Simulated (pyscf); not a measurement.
ethane (H₃C–CH₃) + methylene (CH₂) [triplet] → ethyl (•H₂C–CH₃) + methyl (CH₃•), a substitution at C (triplet surface; C–C broken, C–C formed). Structures and frequencies: ωB97X-D3(BJ)/def2-SVP in PySCF. MP2 and CC: frozen core, UHF for open shells. ΔMP2 is the change of the MP2 total energy from the triple- to the quadruple-zeta basis. Energies in eV from the separated reactants.

AM1 to PM7: differences of heats of formation from MOPAC. Open shells are spin-unrestricted. 

Q: Quick AM1 single points give ΔE‡ = 1.88 eV and ΔE = -0.70 eV. What does CCSD(T)/def2-TZVPP + ΔMP2(QZVPP) give, and how far is the quick result from it?

A: CCSD(T)/def2-TZVPP + ΔMP2(QZVPP) gives ΔE‡ = 1.93 eV and ΔE = -0.33 eV. AM1 lies 0.05 eV under it in the barrier and 0.37 eV under it in the reaction energy, so on this step it does not hold to within 0.13 eV. CCSD(T)/def2-TZVPP + ΔMP2(QZVPP) has limits of its own. •H₂C–CH₃ + CH₃• also meet on a surface of lower spin, which isn't treated here. Another saddle between the same species, by other bonds, lies lower (0.41 eV against 1.93 eV at ωB97M-D3(BJ)). The angle at the attacked C is 180°. The CCSD(T) − MP2 part came from Ansatz, without density fitting, on the same reference. A UHF reference is spin-contaminated (<S²> up to 2.13), which harms MP2 most.
